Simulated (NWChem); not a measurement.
Molecule: acetylene (C₂H₂); SMILES C#C

Computed with NWChem. Each level has its own optimisation; frequencies are unscaled.

For level PBE0/def2-SVP:

```
Item                               Result
---------------------------------  ------
highest harmonic frequency (cm⁻¹)    3536
lowest (cm⁻¹)                         694
```

How do the values read with level LDA (Slater exchange, VWN5)/def2-SVP instead?


- highest harmonic frequency (cm⁻¹): 3436
- lowest (cm⁻¹): 652
